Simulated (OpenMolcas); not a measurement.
**Exact exchange and the vertical energy of the triplet above the singlet of SiH4O (silanol)**

SiH4O has 6 atoms, charge 0, and is taken as a singlet. SMILES: `O[SiH3]`. The coordinates come from a PBE0-D4/def2-TZVP relaxation.

The vertical energy of the triplet above the singlet y, in eV, basis cc-pVTZ; a is the functional's share of exact exchange. Programs: OpenMolcas 26.06.

| functional | program | a | y (eV) |
| --- | --- | --- | --- |
| PBE | OpenMolcas | 0 | 6.35 |
| TPSS | OpenMolcas | 0 | 6.62 |
| B3LYP | OpenMolcas | 0.2 | ? |
| PBE0 | OpenMolcas | 0.25 | 6.81 |
| BHLYP | OpenMolcas | 0.5 | 7.24 |

Question: Fit y = c + s·a to the known rows and predict B3LYP.

Answer: 
1. Means of the 4 rows: a = 0.1875, y = 6.755.
2. Σ(Δa)² = 0.17188, Σ(Δa·Δy) = 0.25625, so the slope is 0.25625/0.17188 = 1.4909.
3. Intercept: 6.755 − (1.4909) × 0.1875 = 6.475. The largest residual of the fit is 0.15.
4. B3LYP: 6.475 + (1.4909) × 0.2 = 6.77 eV.

The run gave 6.82 eV, so the prediction is off by -0.05 eV, within the scatter of the fit. The rows mix families of semi-local functionals, which the line can't see.
